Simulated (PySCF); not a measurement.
A structure optimised at PBE-D3(BJ)/def2-TZVP, used in a PySCF frequency run:

```xyz
6

N      0.7105     0.1040     0.0766
N     -0.7105    -0.1040     0.0766
H      1.1475    -0.7890     0.3079
H      1.0603     0.3878    -0.8442
H     -1.1475     0.7890     0.3079
H     -1.0603    -0.3878    -0.8442
```

Q: Write its SMILES and formula.

A: NN, H₄N₂

Q: What are its rotational constants (standard atomic weights)?

A: 142.31, 24.196, 24.152 GHz
